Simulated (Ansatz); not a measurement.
Mulliken charges of BH3OSi, SMILES `B1O[SiH2]1` from B3LYP/def2-TZVPP in Ansatz (PBE0-D4/def2-TZVP geometry).

```tsv
atom	x (Å)	y (Å)	z (Å)	charge (e)
B1	-0.946	-0.529	-0.398	0.088
O2	0.176	-1.131	0.020	-0.278
Si3	0.471	0.587	0.195	0.246
H4	-1.969	-0.970	-0.814	0.049
H5	1.599	1.028	-0.659	-0.053
H6	0.711	0.951	1.611	-0.053
```

Question: By hand: the dipole of these point charges (1 e Å = 4.8032 D).

Answer: Σ q r = (-0.235, 0.260, -0.083) e Å, of length 0.360 e Å = 1.73 D.

Question: How does the dipole of the full density compare? (An estimate is asked.)

Answer: Ansatz gave: (-0.017, 0.240, 0.002) e Å, 1.16 D; the point charges give 1.49 times that, at 40° from its direction.

Point charges leave out the atoms' own dipoles, such as those of lone pairs, and Mulliken's split depends on the basis, so the two needn't agree.

B3LYP here is the variant with VWN-RPA as its local correlation; programs differ in this.
